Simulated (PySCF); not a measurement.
methanidylidynesulfanium (CS), SMILES [C-]#[S+].

The structure is a stationary point at PBE0-D3(BJ)/def2-TZVPD.

Vertical ionisation energy (IE) and electron affinity (EA) in eV. Rows of orbital energies are one-electron estimates. Where ΔSCF, EOM or ADC give a negative EA the extra electron is unbound and the value depends on the basis.

| level | IE | EA |
|---|---|---|
| −ε(HOMO), −ε(LUMO), r2SCAN/def2-TZVPD (PySCF) | 7.72 | 3.22 |
| −ε(HOMO), −ε(LUMO), PBE0/def2-TZVPD (PySCF) | 8.89 | 2.36 |
| EOM-CCSD/aug-cc-pVDZ (PySCF) | (withheld) | (withheld) |
| ADC(2)/aug-cc-pVDZ (PySCF) | 10.97 | -0.08 |

**Question.** Complete the blanks. (The exact figures need the calculation; the answer reports its results.)

**Answer.** 
- EOM-CCSD/aug-cc-pVDZ (PySCF), IE: 11.35
- EOM-CCSD/aug-cc-pVDZ (PySCF), EA: -0.40

**Question.** Beyond the first one, list the lowest photoelectron lines from ADC(2)/aug-cc-pVDZ run with PySCF with their pole strengths (two spins summed). (The exact figures need the calculation; the answer reports its results.)

**Answer.** 12.87 eV (1.82), 12.87 eV (1.82), 16.89 eV (1.69), 25.42 eV (1.34).
